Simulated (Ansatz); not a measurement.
**Chromium, bcc under LDA: how the k-point mesh moves the result**

A convergence test of the k-point mesh. The geometry was relaxed under LDA beforehand and stays fixed; 8 values are run, from 3×3×3 to 23×23×23. Wanted are the values from which on the energy stays within 10 and 1 meV/atom, and the pressure within 0.5 GPa, of the last run. Within the series other settings stay. The moments start as that relaxation left them.

Computed with Ansatz 0.2.0 (DFT LDA, plane waves with PAW, scalar-relativistic, unless a step says otherwise).

### 1 The starting structure

Symmetry: Im-3m, No. 229, cubic system. The conventional cell has a = 2.788 Å, b = 2.788 Å, c = 2.788 Å, α = 90.00°, β = 90.00°, γ = 90.00°. Cr (site symmetry m-3m) is surrounded by 8 Cr at 2.41 Å.

Structure file:

```
Cr
1.0
    -1.39387    1.39387    1.39387
     1.39387   -1.39387    1.39387
     1.39387    1.39387   -1.39387
Cr
1
Direct
  0.00000 0.00000 0.00000
```

The atoms start with moments of +1.5 μB.

### 2 k-mesh 3×3×3

The run at 3×3×3.

Contents of input.yaml:

```yaml
crystal:
  lattice:
    - [-1.3938676992, 1.3938676992, 1.3938676992]
    - [1.3938676992, -1.3938676992, 1.3938676992]
    - [1.3938676992, 1.3938676992, -1.3938676992]
  atoms:
    - { symbol: Cr, position: [0.0, 0.0, 0.0], spin: 1.5 }
hamiltonian:
  xc: lda
  pseudopotentials:
    kind: paw
    azcp:
      Cr: "pseudopotentials/Cr.paw.azcp"
basis:
  ecutwfc: 420
  fft_grid_basis: typed
kpoints:
  mp_grid: { grid: [3, 3, 3], shift: [0, 0, 0] }
magnetization:
  spin_polarized: true
scf:
  occupations: { method: fermi_dirac, width: 0.05 }
  lower_state_search: "off"
output:
  stress: true
```

Launch:

```console
> ansatz run input.yaml --threads 2 --pin off --max-ram 5120MiB --backend cpu --events-out ev --progress --plain --runs-dir out
```

### 3 k-mesh 4×4×4

The run at 4×4×4.

Edit input.yaml of step 2 so:

```diff
@@ -17,3 +17,3 @@
 kpoints:
-  mp_grid: { grid: [3, 3, 3], shift: [0, 0, 0] }
+  mp_grid: { grid: [4, 4, 4], shift: [0, 0, 0] }
 magnetization:
```

### 4 k-mesh 6×6×6

The run at 6×6×6.

Edit input.yaml of step 3 so:

```diff
@@ -17,3 +17,3 @@
 kpoints:
-  mp_grid: { grid: [4, 4, 4], shift: [0, 0, 0] }
+  mp_grid: { grid: [6, 6, 6], shift: [0, 0, 0] }
 magnetization:
```

### 5 k-mesh 8×8×8

The run at 8×8×8.

Edit input.yaml of step 4 so:

```diff
@@ -17,3 +17,3 @@
 kpoints:
-  mp_grid: { grid: [6, 6, 6], shift: [0, 0, 0] }
+  mp_grid: { grid: [8, 8, 8], shift: [0, 0, 0] }
 magnetization:
```

### 6 k-mesh 10×10×10

The run at 10×10×10.

Edit input.yaml of step 5 so:

```diff
@@ -17,3 +17,3 @@
 kpoints:
-  mp_grid: { grid: [8, 8, 8], shift: [0, 0, 0] }
+  mp_grid: { grid: [10, 10, 10], shift: [0, 0, 0] }
 magnetization:
```

### 7 k-mesh 13×13×13

The run at 13×13×13.

Edit input.yaml of step 6 so:

```diff
@@ -17,3 +17,3 @@
 kpoints:
-  mp_grid: { grid: [10, 10, 10], shift: [0, 0, 0] }
+  mp_grid: { grid: [13, 13, 13], shift: [0, 0, 0] }
 magnetization:
```

### 8 k-mesh 17×17×17

The run at 17×17×17.

Edit input.yaml of step 7 so:

```diff
@@ -17,3 +17,3 @@
 kpoints:
-  mp_grid: { grid: [13, 13, 13], shift: [0, 0, 0] }
+  mp_grid: { grid: [17, 17, 17], shift: [0, 0, 0] }
 magnetization:
```

### 9 k-mesh 23×23×23

The run at 23×23×23.

Edit input.yaml of step 8 so:

```diff
@@ -17,3 +17,3 @@
 kpoints:
-  mp_grid: { grid: [17, 17, 17], shift: [0, 0, 0] }
+  mp_grid: { grid: [23, 23, 23], shift: [0, 0, 0] }
 magnetization:
```

(Steps that only read results are left out.)

Before running it: what results should come out? Wanted: pressure at 23×23×23.

As calculated:

| quantity | value |
| --- | --- |
| E(σ → 0) stays within 10 meV/atom of 23×23×23 | from 13×13×13 on |
| E(σ → 0) stays within 1 meV/atom | not reached before 23×23×23 |
| pressure stays within 0.5 GPa | from 13×13×13 on |
| pressure at 23×23×23 | 0.11 GPa |
| CPU time, dearest over cheapest | 26 |
| energy of a separate run on a finer mesh (26×26×26) | +2.0 meV/atom from 23×23×23 |

**Reading.** At 3×3×3 the energy differs by +378.8 meV/atom and the pressure by +14.8 GPa. The error changes sign along the series: k-point sums are not variational. The energy has not settled to 1 meV/atom before the last mesh. A Fermi surface needs many points. The largest moment goes from 0.00 μB at 23×23×23 to 0.33 μB at 3×3×3. The yardstick itself is unsettled by 2.0 meV/atom against the finer mesh, so the thresholds above hold only within this series. The cell taken over is 10 % smaller than the measured one (11.99 Å³/atom, COD), which weighs on all values here.
